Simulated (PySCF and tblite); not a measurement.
Values are calculated unless marked as measured or tabulated.
Stationary points of C$_{3}$H$_{3}$ClS at GFN2-xTB, in Å:

Structure A

```
 1 C    -1.247   -0.351   -0.015
 2 C    -0.148    0.381    0.000
 3 Cl   -0.198    2.113   -0.175
 4 C     1.221   -0.123    0.154
 5 S     2.233   -0.362   -1.079
 6 H    -2.220    0.086   -0.145
 7 H    -1.191   -1.421    0.089
 8 H     1.551   -0.323    1.171
```

Structure B

```
 1 C    -1.237   -0.276    0.204
 2 C    -0.119    0.364   -0.158
 3 Cl   -0.203    1.938   -0.867
 4 C     1.192   -0.206    0.013
 5 S     2.593    0.499   -0.403
 6 H    -2.209    0.162    0.068
 7 H    -1.190   -1.256    0.646
 8 H     1.206   -1.195    0.463
```

Structure C

```
 1 C    -1.181   -0.340   -0.245
 2 C    -0.144    0.410    0.141
 3 Cl   -0.398    2.022    0.737
 4 C     1.232   -0.010    0.108
 5 S     1.735   -1.467   -0.401
 6 H    -2.193    0.018   -0.202
 7 H    -1.009   -1.337   -0.613
 8 H     1.966    0.713    0.451
```

Level: CAM-B3LYP/pcSseg-1 + D3(BJ) on GFN2-xTB stationary points, with GFN2-xTB thermal terms.

Task: Which structure is a saddle point, and along which motion?

Result: A: one imaginary mode (121i cm⁻¹ at GFN2-xTB, mostly on H8, C4, S5), along the rotation about the C2–C4 bond (torsion C1–C2–C4–S5 from 0° to 180°, rising).

Task: Give their symmetry and energies above the lowest.

Result: A C1, 7.0 kcal/mol; B Cs, 0.0 kcal/mol; C Cs, 0.6 kcal/mol.
